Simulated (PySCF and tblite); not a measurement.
1,4-dioxane, C4H8O2, numbered as in [CH2:1]1[CH2:2][O:3][CH2:4][CH2:5][O:6]1.

The ensemble was built from 90 distance-geometry starts (ETKDG and KDG, MMFF94s, GFN2-xTB) and rests on PBE0-D3(BJ)/def2-SVP geometries. Energies: B3LYP-D3(BJ)/def2-TZVP (IEF-PCM, chloroform), with GFN2-xTB thermal terms (modes under about 100 cm⁻¹ blended into free rotors). Symmetry numbers and mirror images are counted. Conformers within 3 kcal/mol (GFN2-xTB free energy) were kept, 8 at most. GIAO shieldings: wB97X-D/pcSseg-1 (IEF-PCM, chloroform). Shifts are against TMS (¹H), TMS (¹³C) at the same level. Programs: PySCF with density fitting and tblite.

The 6-ring runs over atoms 1–2–3–4–5–6.

| conformer | shape | weight % | dipole D |
| --- | --- | --- | --- |
| 1 | 6-ring chair | 100.0 | 0.00 |

(1) How do the computed shifts compare with measured ones?

Answers

(1) 
| nucleus | signal | leading conformer | average | measured | medium |
| --- | --- | --- | --- | --- | --- |
| ¹H | H1/H2/H4/H5 | 3.52 | 3.52 | 3.71 | CDCl3 |
| ¹H | H1/H2/H4/H5 | 3.52 | 3.52 | 3.78 | CDCl3 |
| ¹³C | C1/C2/C4/C5 | 68.9 | 68.9 | 67.1 | CDCl3 |
| ¹³C | C1/C2/C4/C5 | 68.9 | 68.9 | 67.14 | CDCl3 |

Measured values: Fulmer et al., Organometallics 2010, 29, 2176; Stadelmann, Balmer, Riniker, Ebert, PCCP 2022. Mean difference for ¹H: -0.22 ppm, scatter 0.03 ppm. Mean difference for ¹³C: 1.78 ppm, scatter 0.02 ppm. The computed shifts are unscaled and lack vibrational corrections.
